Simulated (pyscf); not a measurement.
One four-centre exchange on the singlet surface with elements of a group swapped. ωB97M-D3(BJ)/def2-TZVP, eV, from the separated reactants. Single points on ωB97X-D3(BJ)/def2-SVP structures (PySCF, gas phase).

```json
[
 {"step": "`[NH2][Mo]([F])([F])([F])([F])[F]` + `[H][H]` → `[F][MoH]([F])([F])([F])[F]` + `[NH3]`", "barrier": "___", "reaction energy": "___", "imaginary mode (i cm⁻¹)": "1211"},
 {"step": "`[NH2][W]([F])([F])([F])([F])[F]` + `[H][H]` -> `[F][WH]([F])([F])([F])[F]` + `[NH3]`", "barrier": "1.65", "reaction energy": "+1.03", "imaginary mode (i cm⁻¹)": "1208"}
]
```

**Question.** Fill in the missing entries.

**Answer.** 
- `[NH2][Mo]([F])([F])([F])([F])[F]` + `[H][H]` → `[F][MoH]([F])([F])([F])[F]` + `[NH3]`, barrier: 1.52
- `[NH2][Mo]([F])([F])([F])([F])[F]` + `[H][H]` → `[F][MoH]([F])([F])([F])[F]` + `[NH3]`, reaction energy: +0.64

Row 1: On the product side the descent ends in an adduct with a Mo–N contact, 1.24 eV under the separated species and 2.06 eV under the saddle at ωB97X-D3(BJ)/def2-TZVP. Row 2: On the product side the descent ends in an adduct with a N–W contact, 1.30 eV under the separated species and 1.84 eV under the saddle at ωB97X-D3(BJ)/def2-TZVP. Each row is the saddle that its search found. Elements past Kr carry the def2 core potentials, without spin-orbit coupling.
